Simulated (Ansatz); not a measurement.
Seven cases of atomisation energy with Al to Br (electronic energies, kcal/mol); geometries: B3LYP-D3(BJ)/def2-TZVP. The cases were drawn at random from those of this class that have a high level and all functionals, leaving out states under which another spin lies or may lie. Left out are anions, K, Ca, elements past Kr, ionisation of Li, Na and Mg, pi-pi* triplets of linear molecules and other triplets made from a closed-shell parent. Runs that doubt their state, and full CI more than 15 mEh from coupled cluster, are set aside; a case stays where another high level and all functionals remain. AFQMC serves as high level only in triple zeta or larger, with a steady walk, a bar under 0.8 kcal/mol and agreement with other high levels or trials where they ran; where none ran, an unstable determinant or (outside 3d species) a high T1 diagnostic also bars it, so strongly correlated cases are thinned. No case was kept or dropped by the size of a functional's miss. High levels with a bar over 0.5 kcal/mol are left out too, and the seventh case lies inside the range of the six. Affinities count positive where energy is released, gaps as the second state minus the first. PBE is by Ansatz (a first-principles code) in def2-TZVPD. High levels (Ansatz): P = CCSD(T)/CBS(cc-pV(Q+d)Z,cc-pV(5+d)Z) + [CCSDT(Q) - CCSD(T)]/cc-pV(D+d)Z + core + X2C; Q = CCSD(T)/CBS(cc-pV(Q+d)Z,cc-pV(5+d)Z) + [CCSDT(Q) - CCSD(T)]/cc-pV(Q+d)Z + [CCSDTQ - CCSDT(Q)]/cc-pV(D+d)Z + core + X2C; R = CCSD(T)/CBS(cc-pV(Q+d)Z,cc-pV(5+d)Z) + [CCSDT(Q) - CCSD(T)]/cc-pV(T+d)Z + [CCSDTQ - CCSDT(Q)]/cc-pV(D+d)Z + core + X2C; S = CCSD(T)/CBS(cc-pV(Q+d)Z,cc-pV(5+d)Z) + [CCSDT(Q) - CCSD(T)]/cc-pV(T+d)Z + core + X2C; T = CCSD(T)/CBS(cc-pV(T+d)Z,cc-pV(Q+d)Z) + [CCSDT(Q) - CCSD(T)]/cc-pV(D+d)Z + core + X2C; U = CCSD(T)/CBS(def2-TZVPP,def2-QZVPP) + [CCSDT(Q) - CCSD(T)]/def2-SVP. Open shells are spin-unrestricted; no spin-orbit coupling. Cores are frozen in correlated methods (noble-gas shells, and filled d and f shells in the p block). Rows without X2C or -DK are non-relativistic. CBS(X,Y): correlation extrapolated as X^-3, Hartree-Fock from the larger set (Q,5: extrapolated as (X+1)exp(-9√X)). A bracket is a step between two methods taken in the basis named. Functionals run without relativity, which enters their misses. 'core' is core correlation in cc-pwCVTZ (1s frozen past Ne), 'X2C' scalar relativity in cc-pVTZ-DK, both at CCSD(T). For partners of very few electrons the exact lower level stands in for a higher one. Spin-orbit terms, left out, reach several kcal/mol for Br and I, and more for heavier atoms. The restricted determinant of O2S (O=S=O, singlet) is unstable towards broken spin symmetry in at least one set run. The UHF reference of OS (O=S, triplet) is spin-contaminated (<S^2> up to 0.06 over the pure value in the sets run).

```
case                                                           PBE  level  high level
-----------------------------------------------------------  -----  -----  ----------
SiH2Br2 (dibromosilane, SMILES Br[SiH2]Br)                   322.6      U       328.3
CH3F3Si (difluoromethyl(fluoro)silane, SMILES F[SiH2]C(F)F)  706.2      T       698.1
HSiO (SMILES [SiH]=O, doublet)                               223.7      R       217.0
Cl2 (molecular chlorine, SMILES ClCl)                         65.6      Q        59.8
C2H4S (SMILES C1CS1)                                         639.6      P       626.9
SO2 (SMILES O=S=O)                                           279.0      S       260.3
SO (SMILES S=O, triplet)                                     140.7      Q    withheld
```

Problem. Fit a straight line from PBE to the high level over the first six rows by least squares, predict the seventh, and compare with the calculation.

Solution. Means: PBE 372.78, high level 365.07. Sxx = 310259, Sxy = 308418, slope 0.9941, intercept -5.52 kcal/mol; residual standard deviation 8.9 kcal/mol. Seventh row: 0.9941·(140.7) -5.52 = 134.3 kcal/mol. The calculation gave 126.2 kcal/mol: the line differs from it by +8.1, PBE itself by +14.5.
